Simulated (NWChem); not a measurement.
The numbers come from NWChem runs, not from measurements. System: Na₂, charge 1, spin multiplicity 2, at the geometry of a parent with another charge or spin, in a state set for the comparison that need not be this species' ground state. Its SCF solution wasn't tested for a lower state. Level: UPBE0/STO-3G.

Part of the output:

```
             Northwest Computational Chemistry Package (NWChem) 7.3.0
             --------------------------------------------------------

                                NWChem Input Module
                                -------------------

 Scaling coordinates for geometry "geometry" by  1.889725989
 (inverse scale =  0.529177249)

 Turning off AUTOSYM since
 SYMMETRY directive was detected!

                             Geometry "geometry" -> ""
                             -------------------------

 Output coordinates in angstroms (scale by  1.889725989 to convert to a.u.)

  No.       Tag          Charge          X              Y              Z
 ---- ---------------- ---------- -------------- -------------- --------------
    1 Na                  11.0000     0.00000000     0.00000000     1.56247600
    2 Na                  11.0000     0.00000000     0.00000000    -1.56247600

 Effective nuclear repulsion energy (a.u.)      20.4900578086

            Nuclear Dipole moment (a.u.)
            ----------------------------
        X                 Y               Z
 ---------------- ---------------- ----------------
     0.0000000000     0.0000000000     0.0000000000

      Symmetry information
      --------------------

 Group name             D2h
 Group number             26
 Group order               8
 No. of unique centers     1

      Symmetry unique atoms

     1


 Summary of "ao basis" -> "" (spherical)
 ------------------------------------------------------------------------------
       Tag                 Description            Shells   Functions and Types
 ---------------- ------------------------------  ------  ---------------------
 *                           sto-3g                   on all atoms

                                 NWChem DFT Module
                                 -----------------

 Summary of "ao basis" -> "ao basis" (spherical)
 ------------------------------------------------------------------------------
       Tag                 Description            Shells   Functions and Types
 ---------------- ------------------------------  ------  ---------------------
 Na                          sto-3g                  5        9   3s2p

 Summary of "ao basis" -> "ao basis" (spherical)
 ------------------------------------------------------------------------------
       Tag                 Description            Shells   Functions and Types
 ---------------- ------------------------------  ------  ---------------------
 Na                          sto-3g                  5        9   3s2p

      Symmetry analysis of basis
      --------------------------

        ag          5
        au          0
        b1g         0
        b1u         5
        b2g         2
        b2u         2
        b3g         2
        b3u         2

            General Information
            -------------------
          SCF calculation type: DFT
          Wavefunction type:  spin polarized.
          No. of atoms     :     2
          No. of electrons :    21
           Alpha electrons :    11
            Beta electrons :    10
          Charge           :     1
          Spin multiplicity:     2
          Use of symmetry is: on ; symmetry adaption is: on
          Maximum number of iterations: 100
          AO basis - number of functions:    18
                     number of shells:    10
          Convergence on energy requested:  1.00D-06
          Convergence on density requested:  1.00D-05
          Convergence on gradient requested:  5.00D-04

              XC Information
              --------------
                         PBE0 Method XC Functional
                     Hartree-Fock (Exact) Exchange  0.250
          PerdewBurkeErnzerhof Exchange Functional  0.750
            Perdew 1991 LDA Correlation Functional  1.000 local
           PerdewBurkeErnz. Correlation Functional  1.000 non-local

             Grid Information
             ----------------
          Grid used for XC integration:  medium
          Radial quadrature: Mura-Knowles
          Angular quadrature: Lebedev.
          Tag              B.-S. Rad. Rad. Pts. Rad. Cut. Ang. Pts.
          ---              ---------- --------- --------- ---------
[...]
  ----- ------------  ---------------      ----- ------------  ---------------
     5      0.633531  1 Na pz                14      0.633531  2 Na pz
     9      0.140992  1 Na pz                18      0.140992  2 Na pz

 Vector   11  Occ=1.000000D+00  E=-7.738060D-02  Symmetry=ag
              MO Center=  4.8D-31, -1.6D-32,  1.7D-18, r^2= 2.8D+00
   Bfn.  Coefficient  Atom+Function         Bfn.  Coefficient  Atom+Function
  ----- ------------  ---------------      ----- ------------  ---------------
     6      0.735858  1 Na s                 15      0.735858  2 Na s
     2     -0.410773  1 Na s                 11     -0.410773  2 Na s
     9     -0.166057  1 Na pz                18      0.166057  2 Na pz
     5      0.119269  1 Na pz                14     -0.119269  2 Na pz
     1      0.102740  1 Na s                 10      0.102740  2 Na s

 Vector   12  Occ=0.000000D+00  E= 6.324864D-02  Symmetry=b1u
              MO Center=  1.3D-30,  7.2D-31, -1.3D-16, r^2= 4.5D+00
   Bfn.  Coefficient  Atom+Function         Bfn.  Coefficient  Atom+Function
  ----- ------------  ---------------      ----- ------------  ---------------
     6      0.804273  1 Na s                 15     -0.804273  2 Na s
     2     -0.437120  1 Na s                 11      0.437120  2 Na s
     1      0.109254  1 Na s                 10     -0.109254  2 Na s
     9      0.106058  1 Na pz                18      0.106058  2 Na pz
     5     -0.074994  1 Na pz                14     -0.074994  2 Na pz

 Vector   13  Occ=0.000000D+00  E= 2.574392D-01  Symmetry=ag
              MO Center=  4.0D-31, -1.2D-32, -7.7D-17, r^2= 4.7D+00
   Bfn.  Coefficient  Atom+Function         Bfn.  Coefficient  Atom+Function
  ----- ------------  ---------------      ----- ------------  ---------------
     9      0.719440  1 Na pz                18     -0.719440  2 Na pz
     5     -0.457393  1 Na pz                14      0.457393  2 Na pz
     6      0.239766  1 Na s                 15      0.239766  2 Na s
     2     -0.123578  1 Na s                 11     -0.123578  2 Na s
     1      0.030945  1 Na s                 10      0.030945  2 Na s

 Vector   14  Occ=0.000000D+00  E= 3.099432D-01  Symmetry=b2u
              MO Center=  1.2D-65,  4.1D-25, -1.5D-16, r^2= 3.8D+00
   Bfn.  Coefficient  Atom+Function         Bfn.  Coefficient  Atom+Function
  ----- ------------  ---------------      ----- ------------  ---------------
     8      0.775641  1 Na py                17      0.775641  2 Na py
     4     -0.480709  1 Na py                13     -0.480709  2 Na py

                     DFT Final Beta Molecular Orbital Analysis
                     -----------------------------------------

 Vector    8  Occ=1.000000D+00  E=-1.266664D+00  Symmetry=b3g
              MO Center=  1.0D-59, -3.4D-34,  1.5D-16, r^2= 2.7D+00
   Bfn.  Coefficient  Atom+Function         Bfn.  Coefficient  Atom+Function
  ----- ------------  ---------------      ----- ------------  ---------------
     4      0.635561  1 Na py                13     -0.635561  2 Na py
     8      0.133962  1 Na py                17     -0.133962  2 Na py

 Vector    9  Occ=1.000000D+00  E=-1.266148D+00  Symmetry=ag
              MO Center= -3.7D-38,  2.1D-37, -3.6D-16, r^2= 2.7D+00
   Bfn.  Coefficient  Atom+Function         Bfn.  Coefficient  Atom+Function
  ----- ------------  ---------------      ----- ------------  ---------------
     5      0.635133  1 Na pz                14     -0.635133  2 Na pz
     9      0.130191  1 Na pz                18     -0.130191  2 Na pz

 Vector   10  Occ=1.000000D+00  E=-1.264740D+00  Symmetry=b1u
              MO Center=  3.2D-35,  2.3D-35, -2.1D-16, r^2= 2.7D+00
   Bfn.  Coefficient  Atom+Function         Bfn.  Coefficient  Atom+Function
  ----- ------------  ---------------      ----- ------------  ---------------
     5      0.634910  1 Na pz                14      0.634910  2 Na pz
     9      0.138605  1 Na pz                18      0.138605  2 Na pz

 Vector   11  Occ=0.000000D+00  E= 2.681375D-02  Symmetry=ag
              MO Center= -2.0D-25, -7.4D-23, -3.4D-16, r^2= 3.1D+00
   Bfn.  Coefficient  Atom+Function         Bfn.  Coefficient  Atom+Function
  ----- ------------  ---------------      ----- ------------  ---------------
     6      0.750732  1 Na s                 15      0.750732  2 Na s
     2     -0.418677  1 Na s                 11     -0.418677  2 Na s
     9     -0.115920  1 Na pz                18      0.115920  2 Na pz
     1      0.104741  1 Na s                 10      0.104741  2 Na s
     5      0.085534  1 Na pz                14     -0.085534  2 Na pz

 Vector   12  Occ=0.000000D+00  E= 1.045591D-01  Symmetry=b1u
              MO Center= -2.8D-33,  1.7D-33,  4.8D-16, r^2= 4.7D+00
   Bfn.  Coefficient  Atom+Function         Bfn.  Coefficient  Atom+Function
  ----- ------------  ---------------      ----- ------------  ---------------
     6      0.794937  1 Na s                 15     -0.794937  2 Na s
     2     -0.432791  1 Na s                 11      0.432791  2 Na s
     9      0.144012  1 Na pz                18      0.144012  2 Na pz
     1      0.108196  1 Na s                 10     -0.108196  2 Na s
     5     -0.095905  1 Na pz                14     -0.095905  2 Na pz

 Vector   13  Occ=0.000000D+00  E= 2.846577D-01  Symmetry=ag
              MO Center=  7.4D-25,  1.6D-23,  1.7D-16, r^2= 4.4D+00
   Bfn.  Coefficient  Atom+Function         Bfn.  Coefficient  Atom+Function
  ----- ------------  ---------------      ----- ------------  ---------------
     9      0.729858  1 Na pz                18     -0.729858  2 Na pz
     5     -0.461681  1 Na pz                14      0.461681  2 Na pz
     6      0.187999  1 Na s                 15      0.187999  2 Na s
     2     -0.094436  1 Na s                 11     -0.094436  2 Na s

   alpha - beta orbital overlaps
   -----------------------------

   alpha      1      2      3      4      5      6      7      8      9     10
    beta      1      2      3      4      9      6      5      7      8     10
 overlap   1.000  1.000  1.000  1.000  1.000  1.000  1.000  1.000  1.000  1.000

   alpha     11     12     13     14     15     16     17     18
    beta     11     12     13     14     15     16     17     18
 overlap   0.998  0.999  0.998  1.000  1.000  1.000  1.000  0.999

     --------------------------
     Expectation value of S2:
     --------------------------
      <S2> =      0.7501 (Exact =     0.7500)

 center of mass
 --------------
 x =   0.00000000 y =   0.00000000 z =   0.00000000

 moments of inertia (a.u.)
 ------------------
         400.857091236311           0.000000000000           0.000000000000
           0.000000000000         400.857091236311           0.000000000000
           0.000000000000           0.000000000000           0.000000000000

     Multipole analysis of the density
     ---------------------------------

     L   x y z        total         alpha         beta         nuclear
     -   - - -        -----         -----         ----         -------
     0   0 0 0      1.000000    -11.000000    -10.000000     22.000000

     1   1 0 0      0.000000      0.000000      0.000000      0.000000
     1   0 1 0      0.000000      0.000000      0.000000      0.000000
     1   0 0 1     -0.000000     -0.000000     -0.000000      0.000000

     2   2 0 0     -6.282591     -3.971060     -2.311531      0.000000
     2   1 1 0      0.000000      0.000000      0.000000      0.000000
     2   1 0 1      0.000000      0.000000      0.000000      0.000000
     2   0 2 0     -6.282591     -3.971060     -2.311531      0.000000
     2   0 1 1      0.000000      0.000000      0.000000      0.000000
     2   0 0 2      5.924464    -96.387553    -89.487302    191.799320

 Task  times  cpu:        0.2s     wall:        0.2s

 Total times  cpu:        0.2s     wall:        0.2s
```

Question: Write an NWChem input that would produce this output.

Answer: Several could match; the one computed here: 
```
start mol
memory heap 200 mb stack 900 mb global 1100 mb
charge 1
geometry units angstroms nocenter noautoz
  Na     0.000000     0.000000     1.562476
  Na     0.000000     0.000000    -1.562476
  symmetry group D2h
end
basis spherical
  * library sto-3g
end
dft
  xc pbe0
  odft
  mult 2
  semidirect memsize 60000000 filesize 0
  iterations 100
end
task dft energy
```
